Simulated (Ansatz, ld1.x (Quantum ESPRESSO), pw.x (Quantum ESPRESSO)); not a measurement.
From atom to crystal: TM potential for palladium

- Element: palladium
- Generator: ld1.x (Quantum ESPRESSO) 7.5
- Type: norm-conserving Troullier–Martins (Kleinman–Bylander form)
- Functional: PBEsol
- Relativity: scalar-relativistic
- Frozen core: [Kr]
- Valence charge: 10
- Reference configuration: 4d9 5s1 5p0
- Partial waves: 5p (bound, empty): rc 4.00 bohr; 4d (bound): rc 1.65 bohr; 4f channel at 0.05 Ry: rc 3.95 bohr; 5s (bound): rc 2.20 bohr
- Local potential: the s channel
- Core correction: Bessel-smoothed model core inside 1.20 bohr

Crystal test: bcc Pd in pw.x 7.5, no spin, 15³ k-points, Fermi–Dirac smearing 0.01 Ry, cutoffs 110/440 Ry. The reference is all-electron LAPW (Ansatz 0.2.0) with the same functional, mesh and smearing; V0 and B0 come from Birch–Murnaghan fits to the pressures at five volumes. Errors are pseudo minus all-electron; Δ is the rms difference of the E(V) curves that follow from these fits, minima aligned, over ±6 % about the mean V0. Mesh and smearing are coarse, so the numbers serve the comparison and aren't converged zero-temperature values; the lattice is a test structure that the element need not adopt.

```csv
V (Å³/atom),P all-electron (GPa),P pseudo (GPa)
13.972,11.37,17.98
14.339,5.15,11.19
14.707,-0.15,5.36
15.075,-4.67,0.37
15.442,-8.50,-3.89
```

All-electron: a0 = 3.086 Å (V0 = 14.70 Å³/atom), B0 = 196.2 GPa.

Pseudopotential: mean pressure error (GPa): +5.56; a0 (Å): 3.114; a0 error (%): +0.92; B0 error (%): -4.7; Δ (meV/atom): 17.2. The largest radius (4.00 bohr) exceeds half the bond length (2.53 bohr), so the spheres overlap, which is one possible source of error among others. This is a poor potential for the solid. Atomic configuration tests: 1 of 7 tests not solved or not reliable.

Question: At the middle volume, how do free energy and pressure move when the wave cutoff is lowered (ecutrho kept at four times it)?

Answer:

```csv
cutoff (Ry),shift of F (meV/atom),shift of P (GPa)
50,+899.7,-62.80
66,+27.7,-2.39
88,+10.2,-0.13
```

The run at the middle volume (120 k-points, 6 iterations) took about 30 s on one core of a shared host (Neoverse-V1, 32 threads, 247 GiB, load 10).
